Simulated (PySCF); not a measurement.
Species: C₅H₁₁N.
Atom-mapped SMILES: `[CH2:1]=[CH:2][N:3]([CH3:4])[CH2:5][CH3:6]` (hydrogens: H7, H8 on C1; H9 on C2; H10, H11, H12 on C4; H13, H14 on C5; H15, H16, H17 on C6)

Cartesian coordinates in Å at the PBE0-D3(BJ)/def2-SVP level; atoms count from 1:
```
atom  x, y, z in Å
C1     2.2809   -0.9203    0.2097
C2     0.9991   -1.0110   -0.1914
N3     0.1568    0.0116   -0.5519
C4     0.6312    1.3628   -0.4642
C5    -1.2696   -0.2116   -0.5042
C6    -1.9001   -0.0096    0.8683
H7     2.8489   -1.8311    0.4004
H8     2.7958    0.0329    0.3417
H9     0.5352   -2.0004   -0.2816
H10    0.8056    1.7012    0.5772
H11    1.5852    1.4628   -1.0066
H12   -0.0989    2.0414   -0.9287
H13   -1.4608   -1.2399   -0.8534
H14   -1.7504    0.4565   -1.2399
H15   -1.4521   -0.6912    1.6079
H16   -1.7541    1.0205    1.2288
H17   -2.9836   -0.2023    0.8353
```

Level of theory: PBE0-D3(BJ)/def2-SVP geometry optimisation, gas phase in PySCF 2.14.0.

Take the most abundant isotopes and a rigid rotor. The values belong to one conformer with, in the numbering `[CH2:1]=[CH:2][N:3]([CH3:4])[CH2:5][CH3:6]`, C1–C2–N3–C4 -2°, C2–N3–C5–C6 84°.

Task: What are A, B and C (GHz)?

Result: Ia = 87.26, Ib = 209.64, Ic = 249.59 u·Å²; 505379 MHz·u·Å²/I gives 5792, 2411 and 2025 MHz, that is A = 5.7917, B = 2.4107, C = 2.0249 GHz.

Task: What kind of rotor is it?

Result: An asymmetric top. Ray's parameter κ = (2B − A − C)/(A − C) = -0.795; −1 is the prolate and +1 the oblate limit.

Task: Is it planar, by Δ = Ic − Ia − Ib?

Result: Not planar: Δ = Ic − Ia − Ib = -47.31 u·Å². For a rigid frame Δ = −2 Σ m c², so Σ m c² = 23.66 u·Å² lies off the ab plane: 9.41 from hydrogen and 14.24 from heavier atoms. The atom farthest from that plane is 1.33 Å away.

Task: Give the other two planar moments, Paa and Pbb, and the rms extents of the mass along the axes.

Result: Paa = Σ m a² = (Ib + Ic − Ia)/2 = 185.98 and Pbb = Σ m b² = (Ia + Ic − Ib)/2 = 63.60 u·Å². With the mass M = 85.09 u, the rms extents √(P/M) along a, b and c are 1.48, 0.86, 0.53 Å.

Task: Where do the levels up to J = 2 lie, in MHz?

Result: Above 0(0,0):
J = 1: 1(0,1) 4436, 1(1,1) 7817, 1(1,0) 8202
J = 2: 2(0,2) 13276, 2(1,2) 16302, 2(1,1) 17459, 2(2,1) 27602, 2(2,0) 27634

Task: Which lines would a microwave search look for?

Result: The dipole components are |μa| = 1.68 D, |μb| = 0.44 D, |μc| = 0.13 D. Intensities carry the squares of the components, which stand as 1.00 : 0.07 : 0.01 (a : b : c). Some lines, for components of 0.1 D or more:

```json
{"type": "a", "branch": "Q", "J(Ka,Kc)": "2(1,1) ← 2(1,2)", "MHz": "1158", "lower level (cm⁻¹)": "0.544"}
{"type": "a", "branch": "Q", "J(Ka,Kc)": "3(1,2) ← 3(1,3)", "MHz": "2314", "lower level (cm⁻¹)": "0.968"}
{"type": "b", "branch": "R", "J(Ka,Kc)": "3(1,2) ← 2(2,1)", "MHz": "3722", "lower level (cm⁻¹)": "0.921"}
{"type": "b", "branch": "R", "J(Ka,Kc)": "2(0,2) ← 1(1,1)", "MHz": "5459", "lower level (cm⁻¹)": "0.261"}
{"type": "c", "branch": "Q", "J(Ka,Kc)": "5(2,4) ← 5(1,4)", "MHz": "7976", "lower level (cm⁻¹)": "2.427"}
{"type": "b", "branch": "R", "J(Ka,Kc)": "2(1,2) ← 1(0,1)", "MHz": "11866", "lower level (cm⁻¹)": "0.148"}
{"type": "a", "branch": "R", "J(Ka,Kc)": "4(1,4) ← 3(1,3)", "MHz": "16913", "lower level (cm⁻¹)": "0.968"}
{"type": "a", "branch": "R", "J(Ka,Kc)": "4(2,3) ← 3(2,2)", "MHz": "17718", "lower level (cm⁻¹)": "1.365"}
{"type": "a", "branch": "R", "J(Ka,Kc)": "4(2,2) ← 3(2,1)", "MHz": "18018", "lower level (cm⁻¹)": "1.370"}
{"type": "a", "branch": "R", "J(Ka,Kc)": "5(4,1) ← 4(4,0)", "MHz": "22248", "lower level (cm⁻¹)": "3.388"}
{"type": "a", "branch": "R", "J(Ka,Kc)": "5(1,4) ← 4(1,3)", "MHz": "22989", "lower level (cm⁻¹)": "1.660"}
{"type": "b", "branch": "R", "J(Ka,Kc)": "5(1,5) ← 4(0,4)", "MHz": "23115", "lower level (cm⁻¹)": "1.464"}
{"type": "b", "branch": "R", "J(Ka,Kc)": "3(2,1) ← 2(1,2)", "MHz": "24762", "lower level (cm⁻¹)": "0.544"}
{"type": "c", "branch": "R", "J(Ka,Kc)": "4(2,2) ← 3(1,2)", "MHz": "27757", "lower level (cm⁻¹)": "1.045"}
{"type": "b", "branch": "R", "J(Ka,Kc)": "5(2,4) ← 4(1,3)", "MHz": "30965", "lower level (cm⁻¹)": "1.660"}
{"type": "c", "branch": "R", "J(Ka,Kc)": "4(3,2) ← 3(2,2)", "MHz": "35689", "lower level (cm⁻¹)": "1.365"}
{"type": "b", "branch": "R", "J(Ka,Kc)": "4(4,0) ← 3(3,1)", "MHz": "42765", "lower level (cm⁻¹)": "1.961"}
{"type": "c", "branch": "R", "J(Ka,Kc)": "5(5,1) ← 4(4,1)", "MHz": "54348", "lower level (cm⁻¹)": "3.388"}
```

No PBE0-D3(BJ)/def2-SVP frequencies stand behind this structure, so it isn't proved a minimum. No vibrational averaging or centrifugal distortion is included, and the geometry carries the error of its method. A rigid rotor knows nothing of internal rotation, which can split or shift real lines. Quadrupole hyperfine structure (14N) is left out.
